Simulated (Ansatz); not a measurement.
Gas-phase electronic energies from Ansatz, PBE0-D4/def2-TZVP geometries. CCSD(T)/CBS is the MP2 limit (def2-TZVPP, def2-QZVPP) plus CCSD(T) − MP2 in def2-TZVPP, frozen cores. This one scheme is used for every species, atoms too. DFT in def2-TZVPP. B3LYP here is the variant with VWN-RPA as its local correlation; programs differ in this. HSE06 is defined as in plane-wave codes. No spin–orbit coupling; open shells (•) take unrestricted orbitals. Spin–orbit coupling would lower the free atoms: a little for C, F, S. Each species was taken in one conformer, which may not be the lowest.

Reaction (atomization): `FCSCS` → 2 C• + F• + 5 H• + 2 S•

```csv
level,ΔE (kJ/mol),difference from CCSD(T)/CBS
LDA (SPW92),4083.4,595.6
PBE-D4,3593.2,105.4
revPBE-D4,3500.4,12.6
BLYP-D4,3482.8,-5.0
r2SCAN-D4,3505.5,17.7
B97M-V,3506.3,18.5
PBE0-D4,3512.1,24.3
B3LYP-D4,3477.2,-10.6
r2SCANh-D4,3478.4,-9.4
r2SCAN0-D4,3440.1,-47.7
HSE06-D4,3515.1,27.3
BHLYP-D4,3354.3,-133.5
CAM-B3LYP-D4,3487.2,-0.6
ωB97X-V,3506.9,19.1
ωB97M-V,3511.4,23.6
B2PLYP,3434.4,-53.4
PBE-QIDH,3467.8,-20.0
revPBE,3428.0,-59.8
BLYP,3431.0,-56.8
r2SCAN,3499.9,12.1
PBE0,3492.5,4.7
B3LYP,3439.5,-48.3
r2SCANh,3472.5,-15.3
r2SCAN0,3433.5,-54.3
HSE06,3496.9,9.1
BHLYP,3326.0,-161.8
CAM-B3LYP,3467.3,-20.5
LC-ωPBE,3464.5,-23.3
HF/def2-SVP,2440.0,-1047.8
CCSD/def2-SVP,3213.6,-274.2
CCSD(T)/def2-SVP,3256.8,-231.0
HF/def2-TZVPP,2440.3,-1047.5
MP2/def2-TZVPP,3450.2,-37.6
SCS-MP2/def2-TZVPP,3419.8,-68.0
CCSD/def2-TZVPP,3318.2,-169.6
HF/def2-QZVPP,2444.1,-1043.7
MP2/def2-QZVPP,3511.7,23.9
HF/CBS(def2),2444.7,-1043.1
MP2/CBS(def2),3555.1,67.3
CCSD/CBS(def2),3423.1,-64.7
CCSD(T)/CBS,3487.8,0
```

Problem. What do rigid-rotor, harmonic-oscillator terms from PBE0-D4/def2-TZVP frequencies (298.15 K, 1 bar) make of the CCSD(T)/CBS value? (An estimate is asked.)

Solution. Ansatz gave: ΔZPE = -181.8 kJ/mol, ΔH = +3348.1 kJ/mol, ΔS = 1046 J/(mol·K), ΔG = +3036.1 kJ/mol. Open shells count their whole term as degenerate.

Largest T1 diagnostic among the species: 0.012.

From PBE to PBE0 (25 % exact exchange), in def2-TZVPP and without D4, ΔE moves by −77.5 kJ/mol: exact exchange takes away binding that semilocal exchange gives to molecules. Leaving LDA and LC-ωPBE aside and taking each functional with its dispersion term where it has one, the values spread over 238.9 kJ/mol, from BHLYP-D4 to PBE-D4. LDA lies +513.4 kJ/mol from PBE without D4, its usual overbinding. In def2-TZVPP, CCSD(T) changes the Hartree–Fock value by +942.5 kJ/mol (the triples alone add +64.7 kJ/mol) and MP2 by +1009.9 kJ/mol; breaking electron pairs costs correlation energy, which Hartree–Fock lacks.

For atomizations the MP2-based limit and the directly extrapolated one differ by several kJ/mol either way, and by 10 to 25 for some Ge, Se and Sn compounds, so smaller differences from it don't rank the levels.
